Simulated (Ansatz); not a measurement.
**[Cl···H···Si], triplet: reading a ladder of total energies**

Geometry: a point of a hydrogen-transfer path between rigid fragments, not a stationary point.

```xyz
3

Cl    0.0000    0.0000   -1.5969
H     0.0000    0.0000   -0.3181
Si    0.0000    0.0000    1.9151
```

Basis cc-pVDZ; Ansatz 0.2.0. Only valence electrons are correlated (noble-gas cores frozen), which leaves 12 electrons in 31 orbitals. Prefix R: restricted or restricted open-shell reference.

Full CI isn't at hand for all of this; RCCSDTQ serves as the reference, and is uncertain by about the last step of the cluster series.

Runs differ by some tens of microhartree through their thresholds and, for an open shell, their frozen cores, so steps under 0.03 kcal/mol mean nothing.

| level | total energy (hartree) |
| --- | --- |
| RHF | -748.926909 |
| RMP2 | -749.127027 |
| RCCSD | -749.161109 |
| RCCSD(T) | -749.165163 |
| RCCSDT | -749.165842 |
| RCCSDT(Q) | -749.166181 |
| RCCSDTQ | -749.166210 |

Task: What is the correlation energy at RCCSDTQ, and what share of it do RMP2 and RCCSDT recover?

Result: E(corr) = -749.166210 − (-748.926909) = -0.239301 hartree = -6.512 eV. RMP2: -0.200118 / -0.239301 = 83.63 %. RCCSDT: -0.238933 / -0.239301 = 99.85 %.

Task: By how many kcal/mol does RCCSD(T) miss RCCSDTQ (1 hartree = 627.509 kcal/mol), and which steps make up the rest?

Result: -749.165163 − (-749.166210) = 0.001047 hartree = 0.66 kcal/mol. Steps: RCCSDT − RCCSD(T) = -0.43, RCCSDT(Q) − RCCSDT = -0.21, RCCSDTQ − RCCSDT(Q) = -0.02 kcal/mol. That is within 1 kcal/mol of the reference in this basis, which itself misses far more of the correlation at the basis-set limit.
